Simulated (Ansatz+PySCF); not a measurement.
doublet P2(+): levels of theory in one basis

```yaml
atoms:
  - { symbol: P, position_ang: [0.0000, 0.0000, -0.9881] }
  - { symbol: P, position_ang: [0.0000, 0.0000, 0.9881] }
```

Basis set: cc-pV(T+d)Z (spherical functions). Frozen core: 10 orbitals. Correlation on ROHF uses semicanonical orbitals with singles. Charge 1, multiplicity 2.

Computed with Ansatz (development build ahead of 0.2.0); each method stands on the lowest determinant of its kind that the runs found.

```
      method  E − E(ROHF) (eV)  <S²> of the determinant
        ROHF              0.00                     0.75
         UHF             -0.23                     1.18
    ROHF-MP2             -6.33                        –
     UHF-MP2             -5.79                     1.18
    UHF-CCSD             -7.07                     1.18
ROHF-CCSD(T)             -7.57                        –
 UHF-CCSD(T)             -7.53                     1.18
```

(1) Is a single determinant a sound starting point here?

Answers

(1) It is doubtful. Unrestricted orbitals gain 0.23 eV with <S²> 1.18 against 0.75 for a pure state, but the cluster amplitudes or the share of triples are large.

Caution for UHF, UHF-MP2, UHF-CCSD, UHF-CCSD(T): the unrestricted determinant is spin contaminated; the determinant breaks the point group. Caution for ROHF-MP2, UHF-MP2: forces differ strongly between restricted and unrestricted references; MP2 on this radical cation hangs on the determinant chosen. Caution for ROHF-MP2, ROHF-CCSD(T): a plain start can end on a higher determinant. Caution for UHF-MP2, UHF-CCSD, UHF-CCSD(T): large share of triples, a single reference is doubtful. Caution for UHF-MP2: another reference gives a lower total.
